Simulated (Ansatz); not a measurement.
# BeNaH (singlet): RPA-PBE over a scan of the distance Be1–H3, cc-pVTZ

How well do these functionals follow the top wave-function level for BeNaH (singlet) over a scan of the distance Be1–H3?

Computed with Ansatz 0.2.0, Gaussian basis. Level: cc-pVTZ, all electrons in the functionals, frozen cores in the correlation of double hybrids and RPA.

To be run: RPA-PBE, at 1.084 Å; 1.216 Å; 1.369 Å; 1.475 Å; 1.680 Å; 1.862 Å; 2.159 Å; 2.572 Å; 2.997 Å; 3.628 Å; 4.566 Å.

34 further runs of the same task are left out: 22 for a known fault of the program, 10 that didn't finish, 2 set aside as unsound or not needed. Runs told in other sessions of the task aren't counted.

## (1) The geometry

The geometry derives from a PBE0/def2-TZVP stationary point (not a proven minimum). One bond is set to the value named and the two fragments are kept rigid.

3 atoms, charge 0, spin multiplicity 1.

Atoms are counted from 1 here; the program's logs count them from 0.

Bond lengths: Be1–H3 1.369 Å.

Geometry (Å):

```xyz
3
charge 0, multiplicity 1
Be    0.00000    0.00000    0.43610
Na    0.00000    0.00000   -2.24130
H     0.00000    0.00000    1.80520
```

No dispersion term is added.

The geometry shown and the zero of energy belong to the point 1.369 Å. The yardstick, FCI, and other wave-function levels (R restricted, U unrestricted, valence and pair active spaces) come from earlier runs.

## (2) RPA-PBE, 1.084 Å

The input, in.yaml:

```yaml
crystal:
  periodic: [false, false, false]
  atoms:
    - {symbol: Be, position_ang: [0.000000, 0.000000, 0.531133]}
    - {symbol: Na, position_ang: [0.000000, 0.000000, -2.146267]}
    - {symbol: H, position_ang: [0.000000, 0.000000, 1.615133]}
basis:
  gaussian: {orbitals: cc-pVTZ}
magnetization: {spin_polarized: true, initial_magnetization: 0}
hamiltonian: {xc: {name: PBE}}
correlation: {method: rpa, electrons: outside_noble_gas}
```

The run is started by

```sh
$ ansatz run in.yaml --threads 1 --pin off --events-out ev --progress --plain --max-ram 2393MiB
```

Further steps of the session: RPA-PBE, 1.216 Å; RPA-PBE, 1.369 Å; RPA-PBE, 1.475 Å; RPA-PBE, 1.680 Å; RPA-PBE, 1.862 Å; RPA-PBE, 2.159 Å; RPA-PBE, 2.572 Å; RPA-PBE, 2.997 Å; RPA-PBE, 3.628 Å; RPA-PBE, 4.566 Å.

Q: Predict the results of all the runs planned. Wanted: span of the FCI curve; largest miss, RPA-PBE.

**Answer**, as computed:

```
             quantity                value
span of the FCI curve             3.527 eV
largest miss, RPA-PBE  -0.150 eV (4.566 Å)
```

RPA-PBE strays by up to 0.150 eV, at 4.566 Å. RPA-PBE clearly breaks the spin symmetry at some points (⟨S²⟩ up to 1.00 above the pure value), so energy there is bought with a mixed spin. Functionals and the yardstick converge differently with the basis, so part of each miss in cc-pVTZ is the basis.
